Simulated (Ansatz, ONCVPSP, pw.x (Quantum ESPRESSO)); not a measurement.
**Nb (fcc): variants of one ONCV potential in the solid**

Nb, optimised norm-conserving Vanderbilt (ONCV), made with ONCVPSP 4.0.1.1 (patched build) (LDA (Perdew-Wang 92), scalar-relativistic). Core [Ar] 3d10, reference 4s2 4p6 4d4 5s0.75 5p0.25. Waves: 4s+5s: rc 2.15 bohr, ncon 4, nbas 9, qcut 6.8 1/bohr, 2 projectors; 4p+5p: rc 2.30 bohr, ncon 4, nbas 9, qcut 5.5 1/bohr, 2 projectors; 4d: rc 2.15 bohr, ncon 3, nbas 8, qcut 8.9 1/bohr, local. Local part: the d channel. Core correction: Teter function, fcfact 4, rcfact 1.2.

Crystal test: fcc Nb in pw.x 7.5, no spin, 14³ k-points, Fermi–Dirac smearing 0.01 Ry, cutoffs set for each file from its atomic test. The reference is all-electron LAPW (Ansatz 0.2.0) with the same functional, mesh and smearing; V0 and B0 come from Birch–Murnaghan fits to the pressures at five volumes. Errors are pseudo minus all-electron; Δ is the rms difference of the E(V) curves that follow from these fits, minima aligned, over ±6 % about the mean V0. Mesh and smearing are coarse, so the numbers serve the comparison and aren't converged zero-temperature values; the lattice is a test structure that the element need not adopt.

All-electron: a0 = 4.141 Å (V0 = 17.75 Å³/atom), B0 = 181.7 GPa.

1 further variants are left out: they gave no file fit for a test, a broken result, the same result as the base, or pressures whose basis-set error rivals the error shown.

```tsv
change	cutoffs (Ry)	pw.x	a0 (Å)	a0 error (%)	B0 error (%)	Δ (meV/atom)	mean pressure error (GPa)
base	50/200	converged	4.145	+0.11	+0.1	2.2	+0.59
all radii but the core radius scaled by about 1.06 (s 2.28, p 2.44, d 2.28 bohr)	50/200	converged	4.147	+0.15	-0.1	3.2	+0.85
all radii but the core radius scaled by about 1.18 (s 2.54, p 2.72, d 2.54 bohr)	50/200	converged	4.151	+0.24	+0.1	5.2	+1.38
all radii but the core radius scaled by about 1.32 (s 2.84, p 3.04, d 2.84 bohr)	50/200	converged	4.166	+0.62	+0.2	13.3	+3.57
```

Task: Give the row for: all radii but the core radius scaled by about 0.95 (s 2.04, p 2.18, d 2.04 bohr).

Result: pw.x: converged; mean pressure error (GPa): +0.51; a0 (Å): 4.144; a0 error (%): +0.09; B0 error (%): +0.0; Δ (meV/atom): 1.9.
